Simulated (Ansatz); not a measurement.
BGeCl⁺, doublet: the ladder up to UCCSDT(Q)

Geometry: that of the BGeCl, singlet, kept fixed.

```xyz
3

B     0.0000   -1.6236   -0.6775
Ge    0.0000    0.0874    0.8048
Cl    0.0000    0.3161   -1.4425
```

Basis cc-pVDZ; Ansatz 0.2.0. Correlated methods freeze the noble-gas cores and the filled d shells of p-block atoms, which leaves 13 electrons in 39 orbitals. Prefix R: restricted or restricted open-shell reference; prefix U: unrestricted. No spin–orbit coupling is included, and no scalar relativity.

Full CI isn't at hand for all of this; UCCSDT(Q) serves as the reference, and is uncertain by the last step of the cluster series or more. The frozen core follows each run's orbitals, which can shift R against U totals by a few meV for light atoms and by up to 0.1 eV past Ca.

```
UHF ⟨S²⟩                          : 0.806
T1 diagnostic (RCCSD)             : 0.0404
largest doubles amplitude (RCCSD) : 0.058
T1 diagnostic (UCCSD)             : 0.0279
```

```json
{"level": "UMP2", "E − E(UHF) (eV)": "-6.6255"}
{"level": "UCCSD", "E − E(UHF) (eV)": "-7.6615"}
{"level": "UCCSD(T)", "E − E(UHF) (eV)": "-7.9782"}
```

Question: Estimate how far UCCSDT(Q) in cc-pVDZ lies from UCCSD(T). The table doesn't fix it; the size of (T) and the diagnostics are the guide.

Answer: UCCSDT(Q) in cc-pVDZ lies 7.1 kJ/mol below UCCSD(T), which is 23 % of the (T) step (-30.6 kJ/mol). T1 is raised, but (T) still catches most of what CCSD lacks. The miss exceeds 1 kcal/mol.

The other levels:

```json
{"level": "UCCSDT", "E − E(UCCSDT(Q)) (kJ/mol)": "2.7", "wall time": "–"}
```

Run but not shown, since their state, orbitals or frozen core can't be matched to the reference's or they repeat it: RHF, RMP2, CISD, RCCSD, RCCSD(T), BCCD(T), RCCSDT, RCCSDT(Q).
